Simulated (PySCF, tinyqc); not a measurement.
Worked calculation: MP2 on RHF in the sto-3g basis, for LiH, spin multiplicity 1. The lowest restricted solution is unstable here: a spin-polarised one lies 0.0050 hartree lower (PySCF). One step of it, computed by the program tinyqc.

Problem. Second-order Moller-Plesset energy. E2 = sum_ijab (ia|jb) [2 (ia|jb) - (ib|ja)] / (e_i + e_j - e_a - e_b) over occupied i, j and virtual a, b; the opposite-spin part is (ia|jb)^2 / denominator, the rest is same-spin, and SCS-MP2 scales them by 6/5 and 1/3.

orbital energies (hartree): MO1 -2.367879, MO2 -0.232956, MO3 0.070164, MO4 0.160037, MO5 0.160037, MO6 0.380535

Two-electron integrals over orbitals (pq|rs), unique and non-zero (hartree):
```
(11|11) 1.659326    (21|11) -0.098045   (21|21) 0.010018    (22|11) 0.310226
(22|21) 0.002536    (22|22) 0.447289    (31|11) -0.141965   (31|21) 0.010637
(31|22) -0.010887   (31|31) 0.022036    (32|11) 0.029871    (32|21) -0.002538
(32|22) -0.061082   (32|31) -0.000265   (32|32) 0.022930    (33|11) 0.390269
(33|21) -0.008699   (33|22) 0.212640    (33|31) 0.000809    (33|32) 0.015237
(33|33) 0.326986    (41|41) 0.009805    (42|41) 0.007266    (42|42) 0.021086
(43|41) 0.010396    (43|42) 0.020506    (43|43) 0.041388    (44|11) 0.396342
(44|21) -0.003564   (44|22) 0.242552    (44|31) -0.005069   (44|32) 0.014774
(44|33) 0.279177    (44|44) 0.312946    (51|51) 0.009805    (52|51) 0.007266
(52|52) 0.021086    (53|51) 0.010396    (53|52) 0.020506    (53|53) 0.041388
(54|54) 0.016869    (55|11) 0.396342    (55|21) -0.003564   (55|22) 0.242552
(55|31) -0.005069   (55|32) 0.014774    (55|33) 0.279177    (55|44) 0.279207
(55|55) 0.312946    (61|11) 0.068311    (61|21) -0.009064   (61|22) -0.007309
(61|31) -0.004448   (61|32) 0.002789    (61|33) 0.011718    (61|44) 0.001604
(61|55) 0.001604    (61|61) 0.010749    (62|11) -0.081728   (62|21) 0.001364
(62|22) 0.106819    (62|31) 0.004301    (62|32) -0.046059   (62|33) -0.018343
(62|44) -0.038494   (62|55) -0.038494   (62|61) 0.001096    (62|62) 0.131201
(63|11) 0.024419    (63|21) -0.002203   (63|22) -0.059178   (63|31) 0.003955
(63|32) 0.018860    (63|33) 0.036847    (63|44) 0.008838    (63|55) 0.008838
(63|61) 0.004523    (63|62) -0.040445   (63|63) 0.032330    (64|41) -0.005759
(64|42) -0.018236   (64|43) -0.011678   (64|64) 0.019060    (65|51) -0.005759
(65|52) -0.018236   (65|53) -0.011678   (65|65) 0.019060    (66|11) 0.350802
(66|21) 0.000674    (66|22) 0.418587    (66|31) -0.010579   (66|32) -0.049767
(66|33) 0.238757    (66|44) 0.257309    (66|55) 0.257309    (66|61) -0.005190
(66|62) 0.094375    (66|63) -0.046798   (66|66) 0.413533
```

Hartree-Fock energy = -7.80787419 hartree

Give: Terms; Pair energies; MP2 correlation energy; SCS-MP2 correlation energy; MP2 total energy.

Solution.

Terms:
```
i  j  a  b    (ia|jb)    (ib|ja)  denominator       term
2  2  6  6      0.131      0.131       -1.227     -0.014
2  2  3  6     -0.046     -0.046       -0.917  -2.31e-03
2  2  6  3     -0.046     -0.046       -0.917  -2.31e-03
2  2  3  3      0.023      0.023       -0.606  -8.67e-04
2  2  5  5      0.021      0.021       -0.786  -5.66e-04
2  2  4  4      0.021      0.021       -0.786  -5.66e-04
1  1  3  3      0.022      0.022       -4.876  -9.96e-05
1  1  6  6      0.011      0.011       -5.497  -2.10e-05
1  1  5  5      0.010      0.010       -5.056  -1.90e-05
1  1  4  4      0.010      0.010       -5.056  -1.90e-05
2  1  5  5      0.007      0.007       -2.921  -1.81e-05
1  2  5  5      0.007      0.007       -2.921  -1.81e-05
1  2  4  4      0.007      0.007       -2.921  -1.81e-05
2  1  4  4      0.007      0.007       -2.921  -1.81e-05
2  1  6  3   4.30e-03   2.79e-03       -3.052  -8.19e-06
1  2  3  6   4.30e-03   2.79e-03       -3.052  -8.19e-06
1  1  6  3  -4.45e-03  -4.45e-03       -5.186  -3.81e-06
1  1  3  6  -4.45e-03  -4.45e-03       -5.186  -3.81e-06
2  1  3  6   2.79e-03   4.30e-03       -3.052  -1.17e-06
1  2  6  3   2.79e-03   4.30e-03       -3.052  -1.17e-06
1  2  6  6   1.10e-03   1.10e-03       -3.362  -3.57e-07
2  1  6  6   1.10e-03   1.10e-03       -3.362  -3.57e-07
2  1  3  3  -2.65e-04  -2.65e-04       -2.741  -2.56e-08
1  2  3  3  -2.65e-04  -2.65e-04       -2.741  -2.56e-08
```

Pair energies (hartree; pair i-j sums ij and ji):
```
pair  opposite spin  same spin
1-1       -1.66e-04          0
2-1       -9.03e-05  -1.50e-06
2-2          -0.021          0
```

MP2 correlation energy = -0.02091 hartree

SCS-MP2 correlation energy = -0.02510 hartree

MP2 total energy = -7.82879 hartree
